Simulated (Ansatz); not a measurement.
CH₂BN, SMILES `BC#N`. The species carries charge 0 and has multiplicity 1.

Cartesian coordinates in Å:
```
B -0.466 0.393 -0.005
C 0.697 -0.588 0.008
N 1.579 -1.332 0.018
H -0.592 1.147 0.905
H -1.217 0.380 -0.926
```

What are the harmonic wavenumbers in cm⁻¹ at PBE0-D4/def2-TZVP (Ansatz, finite differences of forces, unscaled)? (An estimate is asked.)

The calculation gave: 287, 323, 878, 887, 995, 1212, 2327, 2639, 2738.

Is this a minimum?

Yes, all 9 modes are real.

Give the ideal-gas thermochemistry at 298.15 K and 1 bar (rigid rotor, harmonic oscillator; point group C2v, symmetry number 2).

Zero-point energy 73.5 kJ/mol; H(298) − E = 86.0 kJ/mol; entropy 247.0 J/(mol·K), of which translation 154.5, rotation 79.0, vibration 13.5; G(298) − E = 12.4 kJ/mol.

Rotational constants (cm⁻¹)?

7.721, 0.3241, 0.311.
